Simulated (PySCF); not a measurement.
CH₃S, charge -1, multiplicity 1.

```xyz
5

C      0.0000     0.0000     1.1160
S      0.0000     0.0000    -0.7044
H      0.8824     0.5095     1.5248
H     -0.8824     0.5095     1.5248
H      0.0000    -1.0189     1.5248
```
Charge -1, spin multiplicity 1.

The structure is a stationary point at PBE0-D3(BJ)/def2-TZVPD. The spin state was assumed, not searched. The isomer is the one that the SMILES or the coordinates give; other isomers of the formula were not compared.

These are PBE0/pcSseg-2 run with PySCF values and carry that method's errors. Non-relativistic, no solvent.

Give the absolute GIAO shielding of each atom: isotropic value and principal components (ppm). (An estimate is asked for; the answer gives what the named calculation found.)


```tsv
atom	σ(iso)	σ11	σ22	σ33	span
C1	164.7	152.9	152.9	188.2	35.3
S2	699.2	555.8	555.8	986.1	430.3
H3	28.9	22.4	27.4	37.0	14.6
H4	28.9	22.4	27.4	37.0	14.6
H5	28.9	22.4	27.4	37.0	14.6
```
